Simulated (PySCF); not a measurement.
Bonds broken one at a time in the series Al SiH3-H. Gas-phase values, no solvent. Strings in code marks are SMILES.

These are PBE0-D4/def2-TZVP run with PySCF 2.14.0 values and carry that method's errors. 

```json
[
 {"species": "whole molecule (`[SiH3][Al]([SiH3])[SiH3]`)", "dipole moment (D)": "0.12"},
 {"species": "radical fragment (`[SiH3]`)", "dipole moment (D)": "0.03"},
 {"species": "radical fragment (`[SiH3][Al][SiH3]`)", "dipole moment (D)": "0.70"},
 {"species": "radical fragment (`[AlH][SiH3]`)", "dipole moment (D)": "…"},
 {"species": "whole molecule (`[AlH2][SiH3]`)", "dipole moment (D)": "0.23"},
 {"species": "whole molecule (`[AlH3]`)", "dipole moment (D)": "0.00"}
]
```

Question: What belongs in the gaps?

Answer: 
- radical fragment (`[AlH][SiH3]`), dipole moment (D): 0.51
